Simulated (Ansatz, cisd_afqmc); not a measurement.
System: NO, charge 0, doublet. NO (SMILES [N]=O, doublet).
B3LYP-D3(BJ)/def2-TZVP minimum from Ansatz (a program for electronic structure):
```
N
O 1 1.1449
```
Charge 0, spin multiplicity 2.

Total energies in cc-pVDZ, 11 correlated electrons, 2 frozen orbitals. UHF or UKS for unpaired electrons; spin-orbit terms are left out. Cores are frozen in correlated methods. No relativity. AFQMC is phaseless with a CISD trial state; ± is one standard error, without the phaseless bias. Outlying blocks are dropped, and bars are widened where a walk drifts. Over all cases where full CI ran beside it in this data, AFQMC minus full CI had a median of +0.1 mEh and passed +0.4 mEh in a tenth of the cases. The UHF reference of NO ([N]=O, doublet) is spin-contaminated (<S^2> up to 0.04 over the pure value in the sets run).

```json
[
 {"method": "HF", "program": "Ansatz", "energy (Eh)": "-129.26108", "minus CCSDTQ (mEh)": "338.29"},
 {"method": "MP2", "program": "Ansatz", "energy (Eh)": "-129.57725", "minus CCSDTQ (mEh)": "22.12"},
 {"method": "CCSD", "program": "Ansatz", "energy (Eh)": "-129.58661", "minus CCSDTQ (mEh)": "12.76"},
 {"method": "CCSD(T)", "program": "Ansatz", "energy (Eh)": "-129.59758", "minus CCSDTQ (mEh)": "1.79"},
 {"method": "CCSDT(Q)", "program": "Ansatz", "energy (Eh)": "-129.59958", "minus CCSDTQ (mEh)": "-0.21"},
 {"method": "CCSDTQ", "program": "Ansatz", "energy (Eh)": "-129.59937", "minus CCSDTQ (mEh)": "0.00"},
 {"method": "AFQMC/CISD", "program": "cisd_afqmc", "energy (Eh)": "-129.5982 ± 0.0004", "minus CCSDTQ (mEh)": "1.2 ± 0.4"}
]
```

Rough core times of Ansatz's runs on a shared machine: CCSD(T) under 20 s, CCSDT(Q) under 20 s, CCSDTQ 4 min.
